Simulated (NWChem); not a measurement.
**doublet OH at 6 levels**

Aim: a comparison of 6 runs (U-wB97X/aug-cc-pVTZ, UB3LYP/6-31G*, UB2PLYP/aug-cc-pVTZ, UBHLYP/aug-cc-pVTZ, UM06-2X/aug-cc-pVTZ, UMP3/aug-cc-pVTZ) of doublet OH. 

The calculation is run with NWChem 7.3.0.

### Step 1. The system as given

The species is OH (2 atoms), meant as a doublet with charge 0. As SMILES of the parent species, `[OH-]`. The shape is that of a PBE0-D4/def2-TZVPD optimisation. That shape belongs to the parent species and isn't relaxed for this state.

Bond lengths: O1–H2 0.964 Å.

### Step 2. The energy at U-wB97X/aug-cc-pVTZ (run 1)

run.py reads:

```python
from ase import Atoms
from ase.calculators.nwchem import NWChem

molecule = Atoms('OH', positions=[
    [0.411800, -0.131800, 0.212500],
    [-0.411800, 0.131800, -0.212500],
])

calc = NWChem(
    label='ho',
    theory='dft',
    memory='2200 mb',
    basis='aug-cc-pVTZ',
    basispar='spherical bse',
    dft={'xc': 'wb97x', 'mult': '2', 'grid': 'xfine', 'convergence': 'energy 1e-08', 'iterations': '100', 'mulliken': None, 'print': 'low'},
    task='energy',
)
molecule.calc = calc

print("Total energy (eV):", round(molecule.get_potential_energy(), 6))
```

Started as:

```sh
export ASE_NWCHEM_COMMAND="nwchem PREFIX.nwi > PREFIX.nwo"
python run.py
```

Log:

```text
Total energy (eV): -2061.114022
```

The calculator wrote ho.nwi:

```
title "ho"

permanent_dir ho

scratch_dir ho

start ho

geometry units angstrom nocenter noautosym noautoz
  O  4.1180000000000000e-01 -1.3180000000000000e-01 2.1249999999999999e-01
  H  -4.1180000000000000e-01 1.3180000000000000e-01 -2.1249999999999999e-01
end

memory 2200 mb

basis spherical bse noprint
   * library aug-cc-pVTZ
end

dft
  xc wb97x
  mult 2
  grid xfine
  convergence energy 1e-08
  iterations 100
  mulliken
  print low
end

task dft energy
```

ho.nwo:

```text
Northwest Computational Chemistry Package (NWChem) 7.3.0
             --------------------------------------------------------

           Job information
           ---------------

    nwchem branch   = 7.3.0
    use scalapack   = T
    input           = ho.nwi
    prefix          = ho.
    data base       = ho/ho.db
    status          = startup
    nproc           =        1

           Memory information
           ------------------

    heap     =     72089600 doubles =      550.0 Mbytes
    stack    =     72089597 doubles =      550.0 Mbytes
    global   =    144179200 doubles =     1100.0 Mbytes (distinct from heap & stack)
    total    =    288358397 doubles =     2200.0 Mbytes
    verify   = yes
    hardfail = no

[... 33 lines left out ...]
            Nuclear Dipole moment (a.u.)
[... 54 lines left out ...]
   convergence    iter        energy       DeltaE   RMS-Dens  Diis-err    time
[... 14 lines left out ...]
         Total DFT energy =      -75.744543866581
      One electron energy =     -112.688020434068
           Coulomb energy =       41.418696470666
    Exchange-Corr. energy =       -8.868787261289
 Nuclear repulsion energy =        4.393567358110
[... 27 lines left out ...]
    Atom       Charge   Shell Charges
 -----------   ------   -------------------------------------------------------
    1 O    8     7.32   1.58  0.48  0.79  0.41  0.09  1.20  1.73  0.89  0.11  0.00  0.01  0.02  0.00  0.01
    2 H    1     1.68   0.25  0.32  0.11  0.01  0.06  0.34  0.23  0.08  0.29

     ------------------------------------------
      Spin Density - Lowdin Population Analysis
     ------------------------------------------

    Atom       Charge   Shell Charges
 -----------   ------   -------------------------------------------------------
    1 O    8     0.86  -0.00  0.01  0.01 -0.01 -0.00  0.31  0.40  0.14  0.01  0.00 -0.00 -0.00  0.00 -0.00
    2 H    1     0.14  -0.01 -0.01 -0.00 -0.00  0.01  0.05  0.02  0.02  0.05

     --------------------------
     Expectation value of S2:
     --------------------------
      <S2> =      0.7530 (Exact =     0.7500)

 Task  times  cpu:       28.4s     wall:       28.4s
 Total times  cpu:       28.5s     wall:       28.5s
```

Run time: 30 s. Hardware: 1 thread of Intel Xeon Platinum 8259CL at 2.50GHz (Skylake/Cascade Lake), shared host; peak memory 0.11 GiB.

### Step 3. A single-point energy at UB3LYP/6-31G(d) (spherical functions) (run 2)

calc.xyz reads:

```xyz
2

O      0.411800    -0.131800     0.212500
H     -0.411800     0.131800    -0.212500
```

run.py reads:

```python
from ase.io import read
from ase.calculators.nwchem import NWChem

system = read('calc.xyz')

calc = NWChem(
    label='calc',
    theory='dft',
    memory='2200 mb',
    basis='6-31G*',
    basispar='spherical bse',
    dft={'xc': 'b3lyp', 'mult': '2', 'grid': 'xfine', 'convergence': 'energy 1e-08', 'iterations': '100', 'mulliken': None},
    task='energy',
)
system.calc = calc

print("Total energy (eV):", round(system.get_potential_energy(), 6))
```

Started as:

```sh
export ASE_NWCHEM_COMMAND="nwchem PREFIX.nwi > PREFIX.nwo"
python run.py
```

Log:

```text
Total energy (eV): -2060.478785
```

The calculator wrote calc.nwi:

```
title "calc"

permanent_dir calc

scratch_dir calc

start calc

geometry units angstrom nocenter noautosym noautoz
  O  4.1180000000000000e-01 -1.3180000000000000e-01 2.1249999999999999e-01
  H  -4.1180000000000000e-01 1.3180000000000000e-01 -2.1249999999999999e-01
end

memory 2200 mb

basis spherical bse noprint
   * library 6-31G*
end

dft
  xc b3lyp
  mult 2
  grid xfine
  convergence energy 1e-08
  iterations 100
  mulliken
end

task dft energy
```

calc.nwo:

```text
Northwest Computational Chemistry Package (NWChem) 7.3.0
             --------------------------------------------------------

           Job information
           ---------------

    nwchem branch   = 7.3.0
    use scalapack   = T
    input           = calc.nwi
    prefix          = calc.
    data base       = calc/calc.db
    status          = startup
    nproc           =        1

           Memory information
           ------------------

    heap     =     72089600 doubles =      550.0 Mbytes
    stack    =     72089597 doubles =      550.0 Mbytes
    global   =    144179200 doubles =     1100.0 Mbytes (distinct from heap & stack)
    total    =    288358397 doubles =     2200.0 Mbytes
    verify   = yes
    hardfail = no

[... 72 lines left out ...]
  convergence criterion.
[... 17 lines left out ...]
          Convergence on gradient requested:  5.00D-04
[... 25 lines left out ...]
          Convergence aids based upon iterative change in
[... 28 lines left out ...]
 1-e energy   =    -112.070073
[... 41 lines left out ...]
         Total DFT energy =      -75.721199319934
[... 2 lines left out ...]
    Exchange-Corr. energy =       -8.916268371735
[... 136 lines left out ...]
                     DFT Final Beta Molecular Orbital Analysis
[... 179 lines left out ...]
 center of mass
 --------------
 x =   0.68593595 y =  -0.21953948 z =   0.35396160

 moments of inertia (a.u.)
 ------------------
           0.846792104873           0.735034218103          -1.185089312192
           0.735034218103           2.908101981514           0.379297647758
          -1.185089312192           0.379297647758           2.531817452872

     Multipole analysis of the density
     ---------------------------------

     L   x y z        total         alpha         beta         nuclear
     -   - - -        -----         -----         ----         -------
     0   0 0 0     -0.000000     -5.000000     -4.000000      9.000000

     1   1 0 0     -0.590627     -3.406450     -2.631501      5.447324
[... 8 lines of this table left out ...]
     2   0 0 2     -4.355053     -3.291381     -2.514975      1.451303

 Task  times  cpu:        2.1s     wall:        2.1s
 Total times  cpu:        2.1s     wall:        2.1s
```

It took 3.6 s on 1 thread of Intel Xeon Platinum 8259CL at 2.50GHz (Skylake/Cascade Lake), shared host; peak memory 0.11 GiB.

Run 3 isn't shown in full; the table further down has it.

### Step 4. The energy at UBHLYP/aug-cc-pVTZ (run 4)

mol.nw reads:

```
START mol
memory stack 880 mb heap 220 mb global 1100 mb
charge 0

GEOMETRY noautosym nocenter noautoz
 O      0.411800    -0.131800     0.212500
 H     -0.411800     0.131800    -0.212500
END

BASIS "ao basis" spherical bse
 * library aug-cc-pVTZ
END

DFT
 xc bhlyp
 mult 2
 grid xfine
 convergence energy 1e-08
 iterations 100
 mulliken
END

TASK dft energy
```

Started as:

```sh
nwchem mol.nw > mol.out
```

Log:

```text
[...]
          Wavefunction type:  spin polarized.
          No. of atoms     :     2
          No. of electrons :     9
[...]
          Charge           :     0
          Spin multiplicity:     2
[...]
          AO basis - number of functions:    69
[...]
              XC Information
              --------------
                        BHLYP Method XC Functional
                     Hartree-Fock (Exact) Exchange  0.500
                        Slater Exchange Functional  0.500 local
                    Becke 1988 Exchange Functional  0.500 non-local
              Lee-Yang-Parr Correlation Functional  1.000
[...]
 d= 0,ls=0.0,diis     1    -75.7198740141 -8.01D+01  1.39D-03  5.41D-02     1.9
[...]
 d= 0,ls=0.0,diis     9    -75.7359000872 -3.65D-09  6.25D-07  1.12D-09    14.0
[...]
         Total DFT energy =      -75.735900087189
      One electron energy =     -112.731625679899
           Coulomb energy =       41.471853272614
    Exchange-Corr. energy =       -8.869695038014
 Nuclear repulsion energy =        4.393567358110
[...]
      Total Density - Mulliken Population Analysis
     ---------------------------------------------
    Atom       Charge   Shell Charges
 -----------   ------   -------------------------------------------------------
    1 O    8     8.25   1.95  0.26  1.04  0.67  0.05  1.24  1.94  1.04  0.05  0.00  0.01 -0.00  0.00  0.00
    2 H    1     0.75   0.26  0.38  0.01 -0.00  0.02  0.05  0.02  0.01  0.01
[...]
      <S2> =      0.7534 (Exact =     0.7500)
[...]
```

Wall time 15 s (1 thread of Intel Xeon Platinum 8259CL at 2.50GHz (Skylake/Cascade Lake), shared host); peak memory 0.12 GiB.

Run 5 isn't shown in full; the table further down has it.

### Step 5. A single-point energy at UMP3/aug-cc-pVTZ (run 6)

input.nw reads:

```
start input
title "HO energy"
memory 2200 mb
charge 0

geometry units bohr noautosym nocenter noautoz
  O      0.77818922    -0.24906590     0.40156680
  H     -0.77818922     0.24906590    -0.40156680
end

basis spherical bse
  * library aug-cc-pVTZ
end

scf
  doublet
  uhf
  thresh 1e-08
  maxiter 80
end

tce
  scf
  mbpt3
  freeze core 1
  maxiter 60
end

task tce energy
```

Started as:

```sh
nwchem input.nw > input.out
```

Log:

```text
[...]
  functions       =    69
[...]
  wavefunction    = UHF
[...]
         Total SCF energy =    -75.421825077450
      One electron energy =   -112.702841146079
      Two electron energy =     32.887449027158
 Nuclear repulsion energy =      4.393567041471
                       Sz =      0.5000
                 Sz(Sz+1) =      0.7500
                      S^2 =      0.7570
[...]
         Wavefunction type : Unrestricted Hartree-Fock
          No. of electrons :     9
[...]
         Spin multiplicity : doublet
[...]
```

It took 21 s on 1 thread of Intel Xeon Platinum 8259CL at 2.50GHz (Skylake/Cascade Lake), shared host; peak memory 0.82 GiB.

### Step 6. Overview of the runs

| run | level | frozen core orbitals | integration grid | energy (Eh) | ⟨S²⟩ | wall time |
| --- | --- | --- | --- | --- | --- | --- |
| 1 | U-wB97X/aug-cc-pVTZ | – | xfine | -75.744544 | 0.753 | 30 s |
| 2 | UB3LYP/6-31G* (spherical functions) | – | xfine | -75.721199 | 0.752 | 3.6 s |
| 3 | UB2PLYP/aug-cc-pVTZ | 1 | xfine | -75.719200 | 0.754 | 17 s |
| 4 | UBHLYP/aug-cc-pVTZ | – | xfine | -75.735900 | 0.753 | 15 s |
| 5 | UM06-2X/aug-cc-pVTZ | – | xfine | -75.733727 | 0.753 | 37 s |
| 6 | UMP3/aug-cc-pVTZ | 1 | – | -75.637886 | 0.757 | 21 s |

### Step 7. What came out

| quantity | value |
| --- | --- |
| run 6: total energy | -75.63789 Eh |
| run 6: HOMO energy (Hartree–Fock orbitals) (highest over α and β) | -13.99 eV |
| run 6: LUMO energy (Hartree–Fock orbitals) (lowest over α and β) | 0.81 eV |
| run 6: correlation energy (1 core orbital frozen) | -216.1 mEh |
| run 6: ⟨S²⟩ of the reference determinant | 0.757 |

**Reading.** Over runs 2, 3, 4, 5 the dipole moment (its size) runs from 1.69 D (UM06-2X/aug-cc-pVTZ) to 1.76 D (UB3LYP/6-31G*). The two ends differ in method and basis. Totals of different functionals can't be ranked against each other. All runs together took 2 min, the longest 37 s.
